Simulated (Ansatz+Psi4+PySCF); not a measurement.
A calculation with Ansatz (development build ahead of 0.2.0).

```yaml
crystal:
  periodic: [false, false, false]
  atoms:
    - { symbol: O, position_ang: [0.0, 0.0, 0.10879] }
    - { symbol: H, position_ang: [0.0, 0.0, -1.35982] }
basis:
  gaussian: { orbitals: cc-pVTZ }
magnetization:
  initial_magnetization: 1
hamiltonian:
  xc: hf
correlation:
  method: mp2
  frozen_orbitals: { H: 0, O: 1 }
```

The input is written out in the form of the current development build from the run's settings. Correlation on restricted open-shell orbitals is semicanonical, with singles.

Results

```yaml
Converged: yes
Reference_energy: -75.30642 hartree
Correlation_energy: -0.22238 hartree
Total_energy: -75.52880 hartree
Spin_squared_of_the_determinant: 0.750
Stability_test: minimum among restricted orbitals
Occupied_orbitals_by_symmetry_in_an_Abelian_subgroup_alpha;_beta: 3 A1 1 B1 1 B2; 3 A1 1 B1
```

Caution: an unrestricted determinant lies well below.
